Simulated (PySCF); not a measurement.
Molecule: `InChI=1S/H3O4P/c1-5(2,3)4/h(H3,1,2,3,4)/p-3`.

Bonds (- single, = double, # triple, : aromatic): O1=P2 1.600 Å, P2-O3 1.600 Å, P2-O4 1.600 Å, P2-O5 1.600 Å. Formal charges: O3 -1, O4 -1, O5 -1.

Total charge -3.

Geometry PBE0-D3(BJ)/def2-SVP throughout; GIAO in PySCF 2.14, gas phase, one conformer, non-relativistic; equivalent atoms averaged; basis pcSseg-2.

Q: How do the shifts δ (against H2O, H3PO4 at the same level) depend on the functional? (ppm; last column core-seconds on 1 thread of an Intel Xeon Platinum 8559C, shared host; the GGAs took longer than the global hybrids here, which isn't the general rule, and the cause wasn't traced)

A: 
```csv
functional,kind,O1/O3/O4/O5,P2,core-s
HF,Hartree–Fock,100.5,24.9,4.9
LDA,LDA,145.1,33.9,10
PBE,GGA,130.5,31.7,13
BLYP,GGA,126.4,34.0,12
BP86,GGA,128.3,32.6,12
OPBE,GGA,125.1,26.2,13
KT2,GGA,125.9,32.2,12
KT3,GGA,119.2,29.6,14
B97-D,GGA,119.9,31.4,12
B3LYP,global hybrid,123.3,32.7,9.2
PBE0,global hybrid,125.1,30.1,9.6
mPW1PW91,global hybrid,124.1,30.4,9.6
```

Q: Which nucleus moves most, in ppm?

A: O1/O3/O4/O5 (oxygen of a delocalised unit): from 100.5 ppm with HF to 145.1 ppm with LDA. The smallest spread is 9.1 ppm, at P2.
